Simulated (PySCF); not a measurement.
Two structures of CH$_{8}$AlN, singlet, reached by relaxing down either side of one saddle point (PBE0-D4/def2-TZVP). Energies are electronic, without zero-point energy. Program: PySCF 2.14 with density fitting (its default auxiliary sets; JK sets also for MP2 and CCSD(T)). Basis: def2-TZVPP and def2-QZVPP. Cores are frozen in the correlated methods. Extrapolation: Hartree–Fock as exp(−7.88 √X), correlation as X^−2.97. First:

Al1  (-1.190, 0.753, -0.072)
N2  (-0.298, -0.720, 0.341)
C3  (0.656, -1.446, -0.468)
H4  (-2.178, 1.340, 1.018)
H5  (-0.991, 1.350, -1.526)
H6  (0.930, 2.030, 0.930)
H7  (0.718, 2.699, 0.667)
H8  (-0.422, -1.140, 1.250)
H9  (0.743, -0.976, -1.450)
H10  (0.355, -2.488, -0.633)
H11  (1.659, -1.458, -0.025)
(Å)

Second:

Al1  (-1.291, 0.969, -0.083)
N2  (0.205, -0.228, 0.636)
C3  (1.099, -0.748, -0.410)
H4  (-2.030, 1.331, 1.295)
H5  (-2.016, -0.077, -1.060)
H6  (0.734, 0.308, 1.318)
H7  (-0.400, 2.115, -0.769)
H8  (-0.224, -0.994, 1.148)
H9  (1.543, 0.095, -0.938)
H10  (0.505, -1.319, -1.123)
H11  (1.889, -1.382, -0.003)
(Å)

(1) Which bonds change from the first to the second?

(2) Give the saddle point's structure and its height above each. (An estimate is asked for; the value comes from the calculation.)

T1 diagnostic: at most 0.013.

Answers

(1) CH₆AlN ([CH3][NH][AlH2]) + H₂ → CH₅N ([CH3][NH2]) + AlH₃ (still joined by a long Al–N bond); bonds formed: Al1–H7, N2–H6; bonds broken: H6–H7; bonds weakened to dative contacts: Al1–N2.

(2) Computed: 21.33 kcal/mol above the first and 34.00 kcal/mol above the second (CCSD(T) at an estimated basis limit (MP2 extrapolated from triple and quadruple zeta, plus CCSD(T) − MP2 in triple zeta)).
| atom | x (Å) | y (Å) | z (Å) |
| --- | --- | --- | --- |
| Al1 | -1.1970 | 0.9450 | -0.0729 |
| N2 | 0.0557 | -0.3370 | 0.5363 |
| C3 | 0.8784 | -1.1391 | -0.3511 |
| H4 | -2.3042 | 1.3153 | 0.9989 |
| H5 | -1.3859 | 1.0159 | -1.6452 |
| H6 | 0.4606 | 1.0391 | 0.5769 |
| H7 | 0.2597 | 1.9722 | 0.3349 |
| H8 | -0.0855 | -0.7751 | 1.4360 |
| H9 | 1.1556 | -0.5440 | -1.2260 |
| H10 | 0.3574 | -2.0298 | -0.7202 |
| H11 | 1.8052 | -1.4622 | 0.1327 |

Labels in which every atom is bracketed show which atoms are joined, not bond orders.

For scale, one of the runs: CCSD(T)/def2-TZVPP, 216 basis functions, launched by `OMP_NUM_THREADS=4 python run.py`. Hardware: 4 CPU threads of an Arm Neoverse V1, shared host. Wall time 7.2 min; peak host memory 2.8 GiB.
